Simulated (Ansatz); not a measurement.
We consider double-hcp Pr, described by PBEsol (Ansatz, a quantum-chemistry and plane-wave program, plane waves, PAW).

Numerical settings: plane-wave cutoff 500 eV, 24×24×6 k mesh (along the axes of the cell as run), Fermi–Dirac smearing 0.1 eV, spin-polarised with parallel moments, scalar-relativistic PAW data made under PBE.

Computed at the level's own relaxed cell.

Question: Predict the volume per atom, lattice constant a and c axis length.

Answer: 
volume per atom: 24.20 Å³/atom
lattice constant a: 3.242 Å
c axis length: 10.634 Å

The run finds no gap.

Note: the magnetic order was assumed, not searched for or taken from measurement; the 4f shell is treated without U or exact exchange, so its levels and filling can be wrong; the volume lies 30 % below that of the published cell.

Spin–orbit coupling is not included.

The computed numbers hold no vibrational or temperature effects.

Computing time: about 30 core-minutes (a rough figure).
